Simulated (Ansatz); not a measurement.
Band gap of BiOBr (P4/nmm, No. 129) at several levels of theory

No measured value is used here.

| level (code) | value (eV) |
|---|---|
| LDA (Ansatz) | ___ |
| PBEsol+SOC (Ansatz) | 1.75 (indirect) |
| r²SCAN+SOC (Ansatz) | ___ |
| HSE06+SOC (Ansatz) | 2.68 (indirect) |
| PBE0 (Ansatz) | 3.71 |
| r²SCANh (Ansatz) | 3.11 |
| G0W0@PBEsol+SOC (Ansatz) | 2.90 |

**Question.** What belongs in the gaps?

**Answer.** 
- LDA (Ansatz, a quantum-chemistry and plane-wave program), value (eV): 2.04
- r²SCAN+SOC (Ansatz), value (eV): 2.20 (indirect)

Computed values are for a static lattice. Spin–orbit coupling is included only where a level's name says +SOC; with heavier elements it mostly lowers gaps and can invert bands.  G0W0@PBEsol+SOC: filled d or f shells below the valence bands can shift G0W0 gaps through exchange with them, which wasn't tested here. G0W0@PBEsol+SOC: spin–orbit coupling enters as the shift of the gap found with a semilocal functional. Values are at the measured cell. Cutoffs and k meshes differ between the levels. Ansatz's density-functional and Hartree–Fock values are scalar-relativistic unless marked +SOC, with PAW data made under PBE.
